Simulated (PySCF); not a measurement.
Saddle point of CH4OSi, closed shell (CH₄OSi ([CH3][Si][OH]) → CH₄OSi ([CH3][SiH][O]); bonds formed: H1–Si3; bonds broken: H1–O2), PBE0-D4/def2-TZVP structure:

```
7
angstrom
H -0.1989 -2.2999 -0.7538
O -1.2827 -1.6133 -0.0056
Si 0.0574 -0.8497 -0.3300
C 0.3214 0.9259 0.1943
H 1.2173 1.0240 0.8139
H -0.5593 1.2427 0.7626
H 0.4447 1.5703 -0.6813
```

Energies are electronic, without zero-point energy. Barriers and step energies count from the start structure reached by relaxing down the imaginary mode; all methods use the PBE0-D4 structures, on which another method's saddle can fall below an end. Computed with PySCF 2.14 with density fitting (its default auxiliary sets; JK sets also for MP2 and CCSD(T)) (basis: def2-TZVPP, with def2-QZVPP for the basis limit); correlated methods freeze the cores. B3LYP uses VWN-RPA correlation. Extrapolation: Hartree–Fock as exp(−7.88 √X), correlation as X^−2.97.

| method | barrier (kcal/mol) | step energy (kcal/mol) |
| --- | --- | --- |
| SPW92 | 47.33 | 0.64 |
| PBE-D4 | 48.57 | -1.50 |
| r2SCAN-D4 | 51.50 | -3.42 |
| PBE0-D4 | 56.68 | 0.24 |
| B3LYP-D4 | 56.69 | -0.99 |
| BHLYP-D4 | ? | 0.81 |
| wB97M-V | 60.29 | 1.64 |
| HF | ? | 2.40 |
| MP2 | ? | -3.90 |
| CCSD | 63.67 | 1.26 |
| CCSD(T) | 58.47 | 0.08 |

Question: Fill in the withheld barriers. (An estimate is asked for; the value comes from the calculation.)

Answer: By the calculation: BHLYP-D4 65.99; HF 79.58; MP2 54.27 kcal/mol. Each is the energy of the saddle less that of the start structure, by the same method.

For comparison, the barrier by CCSD(T) at an estimated basis limit (MP2 extrapolated from triple and quadruple zeta, plus CCSD(T) − MP2 in triple zeta) is 57.36 kcal/mol.

T1 diagnostic: at most 0.026. The T1 diagnostic is large here, which may signal multireference character or strong orbital relaxation, so CCSD(T) is less sure. The restricted Hartree–Fock reference is unstable towards an unrestricted one at one or more of these structures. The start structure is not quite a true minimum (one mode of 63i cm⁻¹).

Labels in which every atom is bracketed show which atoms are joined, not bond orders.

For scale, one of the runs: CCSD(T)/def2-TZVPP, 160 basis functions, launched by `OMP_NUM_THREADS=4 python run.py`. Time: 67 s of wall clock on 4 CPU threads of an INTEL XEON PLATINUM 8581C; the host was shared. Peak host memory: 1.1 GiB.
